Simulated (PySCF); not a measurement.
## Name the molecule from its bond curve

A diatomic of charge 0 contains Cl. Its singlet curve at r²SCAN in a triple-zeta basis (no relativity, PySCF), in eV from the separated fragments:

```
R (Å)  E (eV)
1.852  -4.358
1.938  -4.851
2.024  -5.115
2.088  -5.205
2.153  -5.227
2.218  -5.197
2.304  -5.099
2.411  -4.914
2.541  -4.639
2.713  -4.235
```

The fit gives ωe = 477 cm⁻¹ and the rotational constant Bₑ = 0.2406 cm⁻¹.

**Question.** Which atom is the partner?

**Answer.** The minimum lies at 2.145 Å, so the reduced mass is 16.8576 u Å² cm⁻¹/(Bₑ·Re²) = 15.23 u. With Cl at 34.97 u the partner weighs about 27.0 u: Al. The molecule is AlCl.
